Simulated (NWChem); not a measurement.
System: chloromethane (CH3Cl); SMILES CCl

Here is an NWChem input.

```
start job
memory heap 200 mb stack 900 mb global 1100 mb
geometry units angstroms noautoz
  C      0.000000     0.000000    -1.110906
  Cl     0.000000     0.000000     0.664417
  H      0.732981     0.732981    -1.470125
  H      0.268290    -1.001270    -1.470125
  H     -1.001270     0.268290    -1.470125
end
basis spherical
  * library def2-svpd
end
dft
  xc b3lyp
  iterations 150
end
task dft gradient
```

Output (shortened):

```
             Northwest Computational Chemistry Package (NWChem) 7.3.0
             --------------------------------------------------------

 C3V symmetry detected

                             Geometry "geometry" -> ""
                             -------------------------

 Output coordinates in angstroms (scale by  1.889725989 to convert to a.u.)

  No.       Tag          Charge          X              Y              Z
 ---- ---------------- ---------- -------------- -------------- --------------
    1 C                    6.0000    -0.00000000    -0.00000000    -1.11933977
    2 Cl                  17.0000     0.00000000    -0.00000000     0.65598323
    3 H                    1.0000     0.73298074     0.73298074    -1.47855877
    4 H                    1.0000     0.26828957    -1.00127031    -1.47855877
    5 H                    1.0000    -1.00127031     0.26828957    -1.47855877

 Effective nuclear repulsion energy (a.u.)      51.3434382480

      Symmetry information
      --------------------

 Group name             C3v
 Group number             17
 Group order               6
 No. of unique centers     3

                                 NWChem DFT Module
                                 -----------------

 Summary of "ao basis" -> "ao basis" (spherical)
 ------------------------------------------------------------------------------
       Tag                 Description            Shells   Functions and Types
 ---------------- ------------------------------  ------  ---------------------
 C                         def2-svpd                 8       20   4s2p2d
 Cl                        def2-svpd                11       27   5s4p2d
 H                         def2-svpd                 4        8   2s2p

      Symmetry analysis of basis
      --------------------------

        a1         25
        a2          2
        e          44

  Rotation of axis

            General Information
            -------------------
          SCF calculation type: DFT
          Wavefunction type:  closed shell.
          No. of atoms     :     5
          No. of electrons :    26
           Alpha electrons :    13
            Beta electrons :    13
          Charge           :     0
          Spin multiplicity:     1
          Use of symmetry is: on ; symmetry adaption is: on
          Maximum number of iterations: 150
          AO basis - number of functions:    71
                     number of shells:    31
          Convergence on energy requested:  1.00D-06
          Convergence on density requested:  1.00D-05
          Convergence on gradient requested:  5.00D-04

              XC Information
              --------------
                         B3LYP Method XC Potential
                     Hartree-Fock (Exact) Exchange  0.200
                        Slater Exchange Functional  0.800 local
                    Becke 1988 Exchange Functional  0.720 non-local
              Lee-Yang-Parr Correlation Functional  0.810
                  VWN I RPA Correlation Functional  0.190 local

             Grid Information
             ----------------
          Grid used for XC integration:  medium
          Radial quadrature: Mura-Knowles
          Angular quadrature: Lebedev.
          Tag              B.-S. Rad. Rad. Pts. Rad. Cut. Ang. Pts.
          ---              ---------- --------- --------- ---------
          C                   0.70       49          10.0       434
          Cl                  1.00       88          10.0       590
          H                   0.35       45          10.0       434
          Grid pruning is: on
          Number of quadrature shells:   182
          Spatial weights used:  Erf1

      Superposition of Atomic Density Guess
      -------------------------------------

 Sum of atomic energies:        -498.45248681

      Non-variational initial energy
      ------------------------------

 Total energy =    -499.193304
 1-e energy   =    -788.150705
 2-e energy   =     237.613962
 HOMO         =      -0.385397
 LUMO         =       0.043045

      Symmetry analysis of molecular orbitals - initial
      -------------------------------------------------

  Numbering of irreducible representations:

     1 a1          2 a2          3 e

  Orbital symmetries:

     1 a1          2 a1          3 a1          4 a1          5 e
     6 e           7 a1          8 a1          9 e          10 e
    11 a1         12 e          13 e          14 a1         15 a1
    16 e          17 e          18 a1         19 a1         20 e
    21 e          22 e          23 e

   convergence    iter        energy       DeltaE   RMS-Dens  Diis-err
 ---------------- ----- ----------------- --------- --------- ---------
 d= 0,ls=0.0,diis     1   -499.9330092399 -5.51D+02  1.12D-02  2.61D-01
 d= 0,ls=0.0,diis     2   -499.9324604437  5.49D-04  7.06D-03  2.06D-01
 d= 0,ls=0.0,diis     3   -499.9570683152 -2.46D-02  1.48D-03  2.24D-02
 d= 0,ls=0.0,diis     4   -499.9600339353 -2.97D-03  1.68D-04  8.19D-05
 d= 0,ls=0.0,diis     5   -499.9600433798 -9.44D-06  3.89D-05  5.78D-06
 d= 0,ls=0.0,diis     6   -499.9600441310 -7.51D-07  9.18D-06  3.36D-07

         Total DFT energy =     -499.960044130963
      One electron energy =     -789.892954184769
           Coulomb energy =      273.350903574400
    Exchange-Corr. energy =      -34.761431768588
 Nuclear repulsion energy =       51.343438247994

 Numeric. integr. density =       25.999995835200

                  Occupations of the irreducible representations
                  ----------------------------------------------

                     irrep           alpha         beta
                     --------     --------     --------
                     a1                7.0          7.0
                     a2                0.0          0.0
                     e                 6.0          6.0

                       DFT Final Molecular Orbital Analysis
                       ------------------------------------

 Vector   11  Occ=2.000000D+00  E=-4.248086D-01  Symmetry=a1
              MO Center=  7.8D-16, -1.8D-16,  2.4D-02, r^2= 2.0D+00
   Bfn.  Coefficient  Atom+Function         Bfn.  Coefficient  Atom+Function
  ----- ------------  ---------------      ----- ------------  ---------------
    34      0.442599  2 Cl pz                31      0.381512  2 Cl pz
     7     -0.370807  1 C  pz                28      0.220566  2 Cl pz
     4      0.192166  1 C  s                 23      0.161254  2 Cl s
    10     -0.124164  1 C  pz                22     -0.111269  2 Cl s
    48      0.101948  3 H  s                 56      0.101948  4 H  s

 Vector   12  Occ=2.000000D+00  E=-3.043614D-01  Symmetry=e
              MO Center= -3.8D-02, -1.1D-03,  3.9D-01, r^2= 1.7D+00
   Bfn.  Coefficient  Atom+Function         Bfn.  Coefficient  Atom+Function
  ----- ------------  ---------------      ----- ------------  ---------------
    32      0.537049  2 Cl px                29      0.428486  2 Cl px
    26      0.244112  2 Cl px                33     -0.231790  2 Cl py
    30     -0.184934  2 Cl py                64      0.174714  5 H  s
     5     -0.147376  1 C  px                65      0.117029  5 H  s
    56     -0.109552  4 H  s                 27     -0.105359  2 Cl py

 Vector   13  Occ=2.000000D+00  E=-3.043614D-01  Symmetry=e
              MO Center=  3.8D-02,  1.1D-03,  3.9D-01, r^2= 1.7D+00
   Bfn.  Coefficient  Atom+Function         Bfn.  Coefficient  Atom+Function
  ----- ------------  ---------------      ----- ------------  ---------------
    33      0.537049  2 Cl py                30      0.428486  2 Cl py
    27      0.244112  2 Cl py                32      0.231790  2 Cl px
    29      0.184934  2 Cl px                48     -0.164121  3 H  s
     6     -0.147376  1 C  py                56      0.138493  4 H  s
    49     -0.109934  3 H  s                 26      0.105359  2 Cl px

 Vector   14  Occ=0.000000D+00  E= 2.793459D-03  Symmetry=a1
              MO Center= -3.8D-14, -3.3D-14, -8.7D-01, r^2= 6.0D+00
   Bfn.  Coefficient  Atom+Function         Bfn.  Coefficient  Atom+Function
  ----- ------------  ---------------      ----- ------------  ---------------
     4      2.075404  1 C  s                  3      1.145793  1 C  s
    49     -0.965440  3 H  s                 57     -0.965440  4 H  s
    65     -0.965440  5 H  s                  2     -0.445964  1 C  s
    10     -0.424761  1 C  pz                34     -0.352156  2 Cl pz
    25     -0.326738  2 Cl s                 62     -0.295327  4 H  py

 Vector   15  Occ=0.000000D+00  E= 2.659875D-02  Symmetry=a1
              MO Center=  5.3D-16, -1.7D-16,  7.2D-02, r^2= 6.8D+00
   Bfn.  Coefficient  Atom+Function         Bfn.  Coefficient  Atom+Function
  ----- ------------  ---------------      ----- ------------  ---------------
     4      1.925183  1 C  s                  3      1.843191  1 C  s
    49     -1.054982  3 H  s                 57     -1.054982  4 H  s
    65     -1.054982  5 H  s                 24     -0.635089  2 Cl s
    25      0.569879  2 Cl s                 62     -0.373285  4 H  py
    69     -0.373285  5 H  px                37      0.339282  2 Cl pz

[...]

                         DFT ENERGY GRADIENTS

    atom               coordinates                        gradient
                 x          y          z           x          y          z
   1 C      -0.000000  -0.000000  -2.115245   -0.000000   0.000000   0.011596
   2 Cl      0.000000  -0.000000   1.239629    0.000000   0.000000  -0.009322
   3 H       1.385133   1.385133  -2.794071    0.000394   0.000394  -0.000758
   4 H       0.506994  -1.892127  -2.794071    0.000144  -0.000538  -0.000758
   5 H      -1.892127   0.506994  -2.794071   -0.000538   0.000144  -0.000758
```

Level: B3LYP/def2-SVPD. The geometry was optimised at PBE0/def2-SVP.
